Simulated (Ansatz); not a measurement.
A further run on Al(CO)H3 (CH3AlO).

```yaml
crystal:
  periodic: [false, false, false]
  atoms:
    - {symbol: Al, position_ang: [-0.129416, -0.240052, -0.786113]}
    - {symbol: C, position_ang: [0.203917, 0.382429, 1.243886]}
    - {symbol: O, position_ang: [0.378928, 0.702854, 2.301704]}
    - {symbol: H, position_ang: [1.399889, -0.579283, -1.080690]}
    - {symbol: H, position_ang: [-0.724412, 1.156412, -1.271858]}
    - {symbol: H, position_ang: [-1.128907, -1.422370, -0.406929]}
basis:
  gaussian: {orbitals: cc-pVDZ, fitting: {mean_field: cc-pVTZ-jkfit}, final_grid: {core_spheres: 5, valence_spheres: 4, degree: 11}}
hamiltonian: {xc: {name: BLYP}, dispersion: d3bjatm}
scf: {lower_state_search: off}
```

```sh
$ ansatz run in.yaml --threads 4 --pin off --events-out ev --progress --plain --max-ram 3916MiB
```

Shortened log:

```
Functional definition: BLYP
369 factors; integrals over basis functions are off by at most 1.1e-1 eV
mean field evaluation 1: about -9725.9234 eV, gradient 3.0e1 eV
mean field evaluation 2: about -9722.9707 eV, gradient 5.5e1 eV
mean field evaluation 4: about -9728.2174 eV, gradient 1.2e0 eV
mean field evaluation 8: about -9728.2163 eV, gradient 1.5e-2 eV
mean field evaluation 16: about -9728.2163 eV, gradient 2.9e-6 eV
mean field -9728.21627060 eV, -357.5053539226 hartree, gradient 2.9e-6 eV, S^2 0.000000; 0 other end points of the search recorded, 0 dependent functions left out
reference -9728.21675288 eV, -357.5053716461 hartree; 15, 15 occupied and 46, 46 virtual orbitals, 369 factors
Total energy: -9728.39679345 eV, -357.5119880152 hartree
Checks for a lower state left out: stability, starts, cluster_reference, orbital_swaps, neighbouring_geometries, increment
```
